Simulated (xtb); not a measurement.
F2, SMILES FF. All values are semi-empirical tight-binding results from xtb (GFN2-xTB unless named), good for trends rather than for accurate numbers. Coordinates come from a GFN2-xTB optimisation.

Computed properties:
```yaml
point_group_as_xtb_finds_it: D∞h
orbital_gap: 4.60 eV
dipole_moment: 0.00 D
static polarisability (D4 model): 7.2 bohr³
solvation energy, GFN2-xTB/ALPB(water): 3.1 kcal/mol
solvation energy, GFN2-xTB/ALPB(acetonitrile): 2.2 kcal/mol
```
